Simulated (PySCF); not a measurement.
PySCF input (CCSD(T)/cc-pVDZ):

```python
from pyscf import gto, scf, mp, cc as ccmod

mol = gto.M(
    atom='''
    O    -0.02110053    1.07219571   -0.07455918
    H    -0.94565317    1.39081582    0.04769402
    Cl    0.03136922   -0.67222547   -0.00316626
    H     0.58118065    1.45945141    0.60260595
    ''',
    basis='cc-pvdz',
    charge=1,
    spin=0,
    verbose=4,
)

mf = scf.RHF(mol)
mf.conv_tol = 1e-10
mf.max_cycle = 100
mf.kernel()
mp2 = mp.MP2(mf, frozen=6).run()
cc = ccmod.CCSD(mf, frozen=6)
cc.max_cycle = 100
cc.kernel()
et = cc.ccsd_t()
print(f'E(CCSD(T)) = {cc.e_tot + et:.9f}')
```

End of the output:

```
Extra cycle  E= -535.133286905723  delta_E= -5.68e-13  |g|= 8.22e-07  |ddm|= 1.65e-06
converged SCF energy = -535.133286905723

******** <class 'pyscf.mp.mp2.RMP2'> ********
nocc = 7, nmo = 36
frozen orbitals 6
E(RMP2) = -535.463483442171  E_corr = -0.330196536447777
E(SCS-RMP2) = -535.457982052187  E_corr = -0.324695146463916
E_corr(same-spin) = -0.0825469583924025
E_corr(oppo-spin) = -0.247649578055374

******** <class 'pyscf.cc.ccsd.CCSD'> ********
CC2 = 0
CCSD nocc = 7, nmo = 36
frozen orbitals 6
max_cycle = 100
direct = 0
conv_tol = 1e-07
conv_tol_normt = 1e-05
diis_space = 6
diis_start_cycle = 0
diis_start_energy_diff = 1e+09
Init t2, MP2 energy = -535.463483422911  E_corr(MP2) -0.330196517187143
Init E_corr(CCSD) = -0.330196517187378
cycle = 1  E_corr(CCSD) = -0.342239328290928  dE = -0.0120428111  norm(t1,t2) = 0.0433784
cycle = 2  E_corr(CCSD) = -0.350357903411007  dE = -0.00811857512  norm(t1,t2) = 0.0159065
cycle = 3  E_corr(CCSD) = -0.352015195956445  dE = -0.00165729255  norm(t1,t2) = 0.00707113
cycle = 4  E_corr(CCSD) = -0.353082760617296  dE = -0.00106756466  norm(t1,t2) = 0.00278372
cycle = 5  E_corr(CCSD) = -0.353024622295059  dE = 5.81383222e-05  norm(t1,t2) = 0.000978307
cycle = 6  E_corr(CCSD) = -0.352961389732507  dE = 6.32325626e-05  norm(t1,t2) = 0.000371311
cycle = 7  E_corr(CCSD) = -0.35297820749604  dE = -1.68177635e-05  norm(t1,t2) = 0.000205567
cycle = 8  E_corr(CCSD) = -0.352979315699749  dE = -1.10820371e-06  norm(t1,t2) = 8.66181e-05
cycle = 9  E_corr(CCSD) = -0.352979160136217  dE = 1.55563533e-07  norm(t1,t2) = 4.85234e-05
cycle = 10  E_corr(CCSD) = -0.352978959006773  dE = 2.01129443e-07  norm(t1,t2) = 1.6582e-05
cycle = 11  E_corr(CCSD) = -0.352978775918394  dE = 1.83088379e-07  norm(t1,t2) = 6.64652e-06
cycle = 12  E_corr(CCSD) = -0.352978653867743  dE = 1.22050651e-07  norm(t1,t2) = 2.60333e-06
cycle = 13  E_corr(CCSD) = -0.352978611283267  dE = 4.25844761e-08  norm(t1,t2) = 9.72314e-07
CCSD converged
E(CCSD) = -535.4862655170067  E_corr = -0.3529786112832669
CCSD(T) correction = -0.0078187927214609
E(CCSD(T)) = -535.494084310
```

It need not be the lowest isomer of its formula.
